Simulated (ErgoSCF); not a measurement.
# One shape, several levels: PHF2 (difluorophosphine)

Wanted: a comparison of 6 runs (HF/STO-3G, HF/3-21G, HF/def2-SVP, B3LYP/6-31G*, PBE0/def2-SVP, SVWN5/6-311G**) of PHF2 (difluorophosphine). 

Program for the calculation: ErgoSCF 3.8.

## Step 1: The structure to begin with

PHF2 has 4 atoms, charge 0, and is taken as a singlet. SMILES: `FPF`. The shape is that of a GFN2-xTB optimisation.

Bond lengths: F1–P2 1.617 Å, P2–F3 1.617 Å, P2–H4 1.418 Å. Angles: F1–P2–F3 94.7°, F1–P2–H4 92.6°, F3–P2–H4 92.6°.

## Step 2: The energy at HF/STO-3G (run 1)

Input file job.ego:

```
# single point, F2HP
set_nthreads(1)
molecule_inline
F      2.26899416     1.14116781    -0.46118766
P     -0.03930630    -0.81828921    -0.86927402
F     -2.22451000     1.25757494    -0.36970602
H     -0.00517785    -1.58045355     1.70016770
EOF
scf.use_diagonalization = 1
scf.output_mulliken_pop = 1
tmpdir = "."
basis = "STO-3G"
scf.max_number_of_iterations = 120
charge = 0
run "HF"
```

The basis set STO-3G is read from a file made from the Basis Set Exchange's data (not shown).

Launch:

```
$ ergo < job.ego
```

Standard output:

```text
[...]
INSC SCF_general constructor, number of basis functions: 20
[...]
INSC Energy   1 =       -509.14636076307
[...]
INDE E_LUMO =          0.40456308602
[...]
INSC Energy  11 =       -533.54874856493  ( diff     -0.000000000001137 )
[...]
RESC CONVERGED after  11 iterations.
RESC FINAL ENERGY:       -533.54874856493
[...]
INSC SCF: dipole_moment_x [atomic units] =      -0.01539089
INSC SCF: dipole_moment_y [atomic units] =      -0.52308030
INSC SCF: dipole_moment_z [atomic units] =      -0.07812693
[...]
```

It took 0.91 s on 1 thread of Arm Neoverse V2, shared host; peak memory 0.26 GiB.

## Step 3: A single-point energy at HF/3-21G (run 2)

Input file run.inp:

```
set_nthreads("env")
molecule_inline
F  2.26899416 1.14116781 -0.46118766
P  -0.03930630 -0.81828921 -0.86927402
F  -2.22451000 1.25757494 -0.36970602
H  -0.00517785 -1.58045355 1.70016770
EOF
tmpdir = "."
basis = "3-21G"
scf.max_number_of_iterations = 120
scf.output_mulliken_pop = 1
scf.use_diagonalization = 1
run "HF"
```

The basis set 3-21G is read from a file made from the Basis Set Exchange's data (not shown).

Launch:

```
$ ergo < run.inp
```

Standard output:

```text
[...]
INSC SCF_general constructor, number of basis functions: 33
[...]
INSC Energy   1 =       -379.27375322294
[...]
INDE E_LUMO =          0.13173802216
[...]
INSC Energy  13 =       -537.39161925135  ( diff     -0.000000000001137 )
[...]
RESC CONVERGED after  13 iterations.
RESC FINAL ENERGY:       -537.39161925135
[...]
INSC SCF: dipole_moment_x [atomic units] =      -0.02848869
INSC SCF: dipole_moment_y [atomic units] =      -1.02548095
INSC SCF: dipole_moment_z [atomic units] =      -0.08316352
[...]
```

Run time: 1.1 s. Hardware: 1 thread of Arm Neoverse V2, shared host; peak memory 0.26 GiB.

Runs 3 to 5 aren't shown in full; the table further down has their settings and results.

## Step 4: A single-point energy at SVWN5/6-311G(d,p) (run 6)

Input file input.ego:

```
# F2HP
set_nthreads("env")
molecule_inline
F    2.26899416   1.14116781  -0.46118766
P   -0.03930630  -0.81828921  -0.86927402
F   -2.22451000   1.25757494  -0.36970602
H   -0.00517785  -1.58045355   1.70016770
EOF
XC.radint = 1e-11
XC.sparse_mode = 0
scf.use_diagonalization = 1
tmpdir = "."
scf.max_number_of_iterations = 120
XC.angint = 41
basis = "6-311G**"
scf.output_mulliken_pop = 1
run "SVWN5"
```

The basis set 6-311G** is read from a file made from the Basis Set Exchange's data (not shown).

Launch:

```
$ ergo input.ego
```

Standard output:

```text
[...]
INSC SCF_general constructor, number of basis functions: 68
[...]
INSC Energy   1 =       -312.51186963473
[...]
INDE E_LUMO =         -0.07509408095
[...]
INSC Energy  15 =       -539.21015797482  ( diff     -0.000000000000568 )
[...]
RESC CONVERGED after  15 iterations.
RESC FINAL ENERGY:       -539.21015797482
[...]
INSC SCF: dipole_moment_x [atomic units] =      -0.01831127
INSC SCF: dipole_moment_y [atomic units] =      -0.73363834
INSC SCF: dipole_moment_z [atomic units] =       0.04168780
[...]
```

It took 5.7 s on 1 thread of Arm Neoverse V2, shared host; peak memory 0.26 GiB.

## Step 5: All runs side by side

| run | level | integration grid | radint | energy (Eh) | dipole moment (D) | wall time |
| --- | --- | --- | --- | --- | --- | --- |
| 1 | HF/STO-3G | – | – | -533.548749 | 1.34 | 0.91 s |
| 2 | HF/3-21G | – | – | -537.391619 | 2.62 | 1.1 s |
| 3 | HF/def2-SVP | – | – | -539.955836 | 2.35 | 5.1 s |
| 4 | B3LYP/6-31G* (spherical functions) | Turbo | 1e-11 | -541.654140 | 1.65 | 6.9 s |
| 5 | PBE0/def2-SVP | Turbo | 1e-11 | -541.079681 | 1.83 | 6.6 s |
| 6 | SVWN5/6-311G** | Turbo | 1e-11 | -539.210158 | 1.87 | 5.7 s |

## Step 6: Results

| quantity | value |
| --- | --- |
| run 6: total energy | -539.21016 Eh |
| run 6: dipole moment | 1.87 D |

In words: The dipole moment (its size) runs from 1.34 D (HF/STO-3G) to 2.62 D (HF/3-21G). Totals of different functionals can't be ranked against each other. In run 1 the basis is minimal, so the values are rough. All runs together took 26 s, the longest 6.9 s.
